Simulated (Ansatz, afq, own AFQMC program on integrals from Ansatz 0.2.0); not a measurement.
# HO, doublet: AFQMC among the cluster methods

```xyz
2

O     0.0000    0.0000    0.0000
H     0.0000    0.0000    0.8710
```

Basis cc-pVDZ. Only valence electrons are correlated. Ansatz 0.2.0 and our own AFQMC program on the same integrals; the CISD trial comes from CCSD amplitudes, and released means the phaseless constraint is let go. Uncertainties: one standard error, sampling alone.

Determinant: UHF, the one that the program's search chose, which needn't be the lowest solution. The geometry is a point of a scan.

Full CI on the same integrals is exact in this basis and with this determinant's frozen core.

Cautions: the released energies have errors that jump between times, so the bars are unsure, so no released level is given (meV from the phaseless value at times in 1/Eh: -0.2 ± 0.4 at 0.24, -1.3 ± 0.3 at 0.51, -1.3 ± 0.7 at 0.99, 12 ± 15 at 1.62, -1.8 ± 0.8 at 2.40), though the last usable value meets full CI within the noise.

```
T1 diagnostic                               : 0.0046
weight of the determinant in the CISD state : 0.961
⟨S²⟩ of the determinant                     : 0.754
size of the correlated space                : 7 electrons in 18 orbitals
```

```json
{"level": "MP2", "correlation energy (eV)": "-3.9633"}
{"level": "CCSD", "correlation energy (eV)": "-4.3500"}
{"level": "CCSD(T)", "correlation energy (eV)": "-4.3921"}
```

Q: Estimate where full CI lies against CCSD(T) on the same integrals.

A: 10.5 meV below CCSD(T).

Reference: full CI, correlation energy -4.403 eV.

| level | E − E(reference) (meV) | share of correlation (%) |
| --- | --- | --- |
| CCSD(T) | 10.5 | 99.76 |
| CCSDT | 6.1 | 99.86 |
| CCSDT(Q) | 0.4 | 99.99 |
| CCSDTQ | 0.1 | 100.00 |
| ph-AFQMC/CISD | 1.6 ± 1.0 | 99.96 |

CCSDT and higher add their correlation energy to the determinant of the CCSD(T) run, since their own runs factorise the integrals more tightly (a shift of under 2 meV). A walk keeps the symmetry of its determinant, which the program's search chose and which needn't be the lowest solution, so a lower state of the same spin and another symmetry isn't excluded.
